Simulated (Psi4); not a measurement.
# One shape, several levels: Si2NH7 (SMILES [SiH3]N[SiH3])

Aim: a comparison of 4 runs (CAM-B3LYP/6-31G*, revPBE/6-31G*, CCSD/6-31G*, CCSD(T)/6-31G*) of Si2NH7. 

The calculation is run with Psi4 1.11.

1 further run of the same task is left out (set aside as unsound or not needed).

## Step 1: The molecule

Si2NH7 has 10 atoms, charge 0, and is taken as a singlet. SMILES: `[SiH3]N[SiH3]`. The Si3–H9 distance was set to 3.275 Å, away from the relaxed value. At this shape a bond of the SMILES string is far longer than usual.

Bond lengths: Si1–N2 1.726 Å, N2–Si3 1.726 Å, Si1–H4 1.484 Å, Si1–H5 1.490 Å, Si1–H6 1.488 Å, N2–H7 1.011 Å, Si3–H8 1.484 Å, Si3–H10 1.490 Å. Some angles: Si1–N2–Si3 128.9°, Si1–N2–H7 115.5°, Si3–N2–H7 115.5°, N2–Si1–H4 107.4°, N2–Si1–H5 112.6°, N2–Si1–H6 110.9°, N2–Si3–H8 107.4°, N2–Si3–H10 112.6°, H4–Si1–H5 109.0°, H4–Si1–H6 109.8°.

## Step 2: Energy and gradient at CAM-B3LYP/6-31G(d) (spherical functions) (run 1)

Input file h7nsi2.xyz:

```xyz
10
H7NSi2
Si    -0.924489     1.127710    -2.623546
N      0.238301     0.869730    -1.374886
Si     1.114141    -0.565940    -0.988166
H     -1.255299    -0.197940    -3.201796
H     -0.413969     2.014680    -3.706146
H     -2.155969     1.762880    -2.079996
H      0.480301     1.686610    -0.830616
H      0.521401    -1.672970    -1.778296
H      0.897240    -1.243020     2.208320
H      2.563141    -0.457860    -1.316876
```

Input file h7nsi2_ase.py:

```python
import numpy as np
from ase.calculators.psi4 import Psi4
from ase.io import read

atoms = read('h7nsi2.xyz')
calc = Psi4(atoms=atoms, method='cam-b3lyp', basis='6-31G*', memory='2200MB', num_threads=1, charge=0, multiplicity=1, label='psi4-calc')
calc.psi4.set_options({'puream': True, 'e_convergence': 1e-09, 'd_convergence': 1e-08, 'scf_type': 'pk', 'dft_radial_points': 99, 'dft_spherical_points': 590})
atoms.calc = calc

forces = atoms.get_forces()
print(f'energy: {atoms.get_potential_energy():.6f} eV')
print('forces / eV A^-1')
print(np.round(forces, 5))
```

Command:

```console
$ python h7nsi2_ase.py
```

psi4-calc.dat:

```text
[...]
  Running in c1 symmetry.
[...]
  Nuclear repulsion =  152.886275098246131
[...]
  Multiplicity = 1
[...]
  Nalpha       = 21
  Nbeta        = 21
[...]
    Number of basis functions: 64
[...]
   @RKS iter   1:  -637.49720182569945   -4.49791e-01   1.06123e-02 ADIIS/DIIS
[...]
   @RKS iter  12:  -637.73591761011403   -6.82121e-12   4.71816e-09 DIIS
[...]
  @RKS Final Energy:  -637.73591761011403
   => Energetics <=
    Nuclear Repulsion Energy =            152.8862750982461307
    One-Electron Energy =               -1184.0260902421737228
    Two-Electron Energy =                 431.8815878703163662
    DFT Exchange-Correlation Energy =     -38.4776903365028105
    Empirical Dispersion Energy =           0.0000000000000000
    VV10 Nonlocal Energy =                  0.0000000000000000
    Total Energy =                       -637.7359176101140292
[...]
 Multipole Moments:
 ------------------------------------------------------------------------------------
     Multipole            Electronic (a.u.)      Nuclear  (a.u.)        Total (a.u.)
 ------------------------------------------------------------------------------------
 L = 1.  Multiply by 2.5417464519 to convert [e a0] to [Debye]
 Dipole X            :          0.2246908           -0.1956003            0.0290905
 Dipole Y            :          1.4925110           -0.7715125            0.7209985
 Dipole Z            :         -2.2484164            1.1286124           -1.1198040
 Magnitude           :                                                    1.3321584
[...]
  -Total Gradient:
     Atom            X                  Y                   Z
    ------   -----------------  -----------------  -----------------
       1        0.013625758970    -0.001303035718     0.008870282787
       2       -0.011055758843     0.008327330576    -0.010815374503
       3        0.004164491211     0.002569599549    -0.015332593513
       4       -0.000741085761    -0.000978505850    -0.000639190627
       5       -0.000932547360     0.001080809855    -0.001648591760
       6       -0.001446137724     0.000662671982     0.000387256749
       7       -0.002026759507    -0.003613593388    -0.002148966455
       8        0.000666653712     0.000666640916    -0.004941756143
       9       -0.002727716289    -0.007645471967     0.035111016878
      10        0.000468711389     0.000235328974    -0.008839409771
[...]
```

On the terminal:

```text
energy: -17353.678236 eV
forces / eV A^-1
[[-0.70066  0.067   -0.45613]
 [ 0.56851 -0.42821  0.55615]
 [-0.21415 -0.13213  0.78843]
 [ 0.03811  0.05032  0.03287]
 [ 0.04795 -0.05558  0.08477]
 [ 0.07436 -0.03408 -0.01991]
 [ 0.10422  0.18582  0.1105 ]
 [-0.03428 -0.03428  0.25412]
 [ 0.14026  0.39315 -1.80548]
 [-0.0241  -0.0121   0.45454]]
```

Wall time 33 s (1 thread of Intel Xeon at 2.70GHz, shared host); peak memory 1.2 GiB.

## Step 3: A single-point energy at revPBE/6-31G(d) (spherical functions) (run 2)

Input file h7nsi2.inp:

```
memory 2.2 GB

molecule system {
  0 1
  Si    -0.924489     1.127710    -2.623546
  N      0.238301     0.869730    -1.374886
  Si     1.114141    -0.565940    -0.988166
  H     -1.255299    -0.197940    -3.201796
  H     -0.413969     2.014680    -3.706146
  H     -2.155969     1.762880    -2.079996
  H      0.480301     1.686610    -0.830616
  H      0.521401    -1.672970    -1.778296
  H      0.897240    -1.243020     2.208320
  H      2.563141    -0.457860    -1.316876
  symmetry c1
}

set {
  basis 6-31G*
  puream true
  e_convergence 1e-09
  d_convergence 1e-08
  scf_type pk
  dft_radial_points 99
  dft_spherical_points 590
}

energy('revpbe')
print_variables()
```

Command:

```console
$ psi4 -n 1 h7nsi2.inp h7nsi2.out
```

h7nsi2.out:

```text
[...]
  Running in c1 symmetry.
[...]
  Nuclear repulsion =  152.886275098246131
[...]
  Multiplicity = 1
[...]
  Nalpha       = 21
  Nbeta        = 21
[...]
    Number of basis functions: 64
[...]
   @RKS iter   1:  -637.12433177698392    4.61316e-02   1.42728e-02 ADIIS/DIIS
[...]
   @RKS iter  17:  -637.63444696287524   -8.41283e-12   2.74665e-09 DIIS
[...]
    Orbital Energies [Eh]
    ---------------------
    Doubly Occupied:
       1A    -65.471896     2A    -65.443347     3A    -14.027119
       4A     -5.103559     5A     -5.080583     6A     -3.510967
       7A     -3.508818     8A     -3.507176     9A     -3.487077
      10A     -3.485185    11A     -3.484729    12A     -0.800313
      13A     -0.514187    14A     -0.503345    15A     -0.412890
      16A     -0.364473    17A     -0.341449    18A     -0.323989
      19A     -0.314670    20A     -0.259402    21A     -0.185095
[...]
  @RKS Final Energy:  -637.63444696287524
   => Energetics <=
    Nuclear Repulsion Energy =            152.8862750982461307
    One-Electron Energy =               -1184.2595632645352453
    Two-Electron Energy =                 444.8426816523714251
    DFT Exchange-Correlation Energy =     -51.1038404489575697
    Empirical Dispersion Energy =           0.0000000000000000
    VV10 Nonlocal Energy =                  0.0000000000000000
    Total Energy =                       -637.6344469628752449
[...]
 Multipole Moments:
 ------------------------------------------------------------------------------------
     Multipole            Electronic (a.u.)      Nuclear  (a.u.)        Total (a.u.)
 ------------------------------------------------------------------------------------
 L = 1.  Multiply by 2.5417464519 to convert [e a0] to [Debye]
 Dipole X            :          0.1899818           -0.1956003           -0.0056185
 Dipole Y            :          1.5152373           -0.7715125            0.7437248
 Dipole Z            :         -2.1522766            1.1286124           -1.0236642
 Magnitude           :                                                    1.2653247
[...]
```

Wall time 29 s (1 thread of Intel Xeon at 2.70GHz, shared host); peak memory 1.1 GiB.

Run 3 isn't shown in full; the table further down has it.

## Step 4: A single-point energy at CCSD(T)/6-31G(d) (spherical functions) (run 4)

h7nsi2.xyz is that of step 2.

Input file job.py:

```python
import psi4

psi4.set_memory('2200 MB')
psi4.set_num_threads(1)
psi4.core.set_output_file('psi4.out', False)

with open('h7nsi2.xyz') as f:
    atoms = ''.join(f.readlines()[2:])
mol = psi4.geometry('0 1\n' + atoms + 'symmetry c1\nno_reorient\nno_com')

psi4.set_options({
    'reference': 'rhf',
    'puream': True,
    'e_convergence': 1e-09,
    'd_convergence': 1e-08,
    'scf_type': 'pk',
    'num_frozen_docc': 11,
})

energy_value = psi4.energy('ccsd(t)/6-31G*')
print(f'ccsd(t)/6-31G* energy: {energy_value:.10f} Eh')
for k, v in sorted(psi4.core.scalar_variables().items()):
    print(f'{k:45s} {v:18.10f}')
```

Command:

```console
$ python job.py
```

psi4.out:

```text
[...]
  Running in c1 symmetry.
[...]
  Nuclear repulsion =  152.886275098246131
[...]
  Multiplicity = 1
[...]
  Nalpha       = 21
  Nbeta        = 21
[...]
    Number of basis functions: 64
[...]
   @RHF iter   1:  -636.08995506172926   -7.70294e-01   6.30115e-03 ADIIS/DIIS
[...]
   @RHF iter  11:  -636.18877519367243   -2.50111e-12   4.60860e-09 DIIS
[...]
    Orbital Energies [Eh]
    ---------------------
    Doubly Occupied:
       1A    -68.857071     2A    -68.794383     3A    -15.578362
       4A     -6.208686     5A     -6.154272     6A     -4.314681
       7A     -4.313835     8A     -4.313180     9A     -4.260451
      10A     -4.259887    11A     -4.259405    12A     -1.169055
      13A     -0.757943    14A     -0.740160    15A     -0.624153
      16A     -0.560121    17A     -0.538187    18A     -0.509128
      19A     -0.493059    20A     -0.435814    21A     -0.274468
[...]
  @RHF Final Energy:  -636.18877519367243
   => Energetics <=
    Nuclear Repulsion Energy =            152.8862750982461307
    One-Electron Energy =               -1183.3175020756116282
    Two-Electron Energy =                 394.2424517836930136
    Total Energy =                       -636.1887751936724271
[...]
 Multipole Moments:
 ------------------------------------------------------------------------------------
     Multipole            Electronic (a.u.)      Nuclear  (a.u.)        Total (a.u.)
 ------------------------------------------------------------------------------------
 L = 1.  Multiply by 2.5417464519 to convert [e a0] to [Debye]
 Dipole X            :         -9.3007780            9.3731947            0.0724166
 Dipole Y            :        -29.1743913           29.9432207            0.7688294
 Dipole Z            :        132.5723969         -133.9694427           -1.3970458
 Magnitude           :                                                    1.5962706
[...]
      * MP2 total energy                      = -636.536175207970359
[...]
      * CCSD total energy                     = -636.610747844905518
[...]
      * CCSD(T) total energy                  = -636.629617434723173
```

Standard output:

```text
ccsd(t)/6-31G* energy: -636.6296174347 Eh
(T) CORRECTION ENERGY                              -0.0188695898
CC D1 DIAGNOSTIC                                    0.1737482254
CC D2 DIAGNOSTIC                                    0.5500487586
CC NEW D1 DIAGNOSTIC                                0.1737482254
CC T1 DIAGNOSTIC                                    0.0402835171
CCSD CORRELATION ENERGY                            -0.4219726512
CCSD DOUBLES ENERGY                                -0.4219726512
CCSD ITERATIONS                                    18.0000000000
CCSD OPPOSITE-SPIN CORRELATION ENERGY              -0.3579534605
CCSD SAME-SPIN CORRELATION ENERGY                  -0.0640191908
CCSD SINGLES ENERGY                                 0.0000000000
CCSD TOTAL ENERGY                                -636.6107478449
CCSD(T) CORRELATION ENERGY                         -0.4408422411
CCSD(T) TOTAL ENERGY                             -636.6296174347
CURRENT CORRELATION ENERGY                         -0.4408422411
CURRENT ENERGY                                   -636.6296174347
CURRENT REFERENCE ENERGY                         -636.1887751937
DD SOLVATION ENERGY                                 0.0000000000
HF KINETIC ENERGY                                 636.0417895333
HF POTENTIAL ENERGY                             -1272.2305647270
HF TOTAL ENERGY                                  -636.1887751937
HF VIRIAL RATIO                                     2.0002310943
MP2 CORRELATION ENERGY                             -0.3474000143
MP2 DOUBLES ENERGY                                 -0.3474000143
MP2 OPPOSITE-SPIN CORRELATION ENERGY               -0.2788788970
MP2 SAME-SPIN CORRELATION ENERGY                   -0.0685211173
MP2 SINGLES ENERGY                                 -0.0000000000
MP2 TOTAL ENERGY                                 -636.5361752080
NUCLEAR REPULSION ENERGY                          152.8862750982
ONE-ELECTRON ENERGY                             -1183.3175020756
PCM POLARIZATION ENERGY                             0.0000000000
PE ENERGY                                           0.0000000000
SCF ITERATION ENERGY                             -636.1887751937
SCF ITERATIONS                                     11.0000000000
SCF TOTAL ENERGY                                 -636.1887751937
TWO-ELECTRON ENERGY                               394.2424517837
```

Wall time 13 s (1 thread of Intel Xeon at 2.70GHz, shared host); peak memory 0.29 GiB.

## Step 5: Overview of the runs

| run | level | task | frozen core orbitals | energy (Eh) | HOMO energy (eV) | LUMO energy (eV) | HOMO–LUMO gap (eV) | wall time |
| --- | --- | --- | --- | --- | --- | --- | --- | --- |
| 1 | CAM-B3LYP/6-31G* (spherical functions) | gradient | 0 | -637.735918 | -6.89 | -2.12 | 4.77 | 33 s |
| 2 | revPBE/6-31G* (spherical functions) | energy | 0 | -637.634447 | -5.04 | -3.64 | 1.39 | 29 s |
| 3 | CCSD/6-31G* (spherical functions) | energy | 11 | -636.610748 | -7.47 | -0.24 | 7.23 | 11 s |
| 4 | CCSD(T)/6-31G* (spherical functions) | energy | 11 | -636.629617 | -7.47 | -0.24 | 7.23 | 13 s |

## Step 6: Results

| quantity | value |
| --- | --- |
| run 4: total energy | -636.62962 Eh |
| run 4: HOMO energy (Hartree–Fock orbitals) | -7.47 eV |
| run 4: LUMO energy (Hartree–Fock orbitals) | -0.24 eV |
| run 4: HOMO–LUMO gap (Hartree–Fock orbitals) | 7.23 eV |
| run 4: correlation energy (11 core orbitals frozen) | -440.8 mEh |
| run 4: (T) correction | -18.87 mEh |
| run 4: T1 diagnostic | 0.040 |

What this shows: Totals of different functionals can't be ranked against each other. In runs 3, 4 the T1 diagnostic is large, so a single reference may not serve. In runs 1, 2, 3, 4 a closed-shell determinant meets a far-stretched bond, which it describes badly. All runs together took 87 s, the longest 33 s.
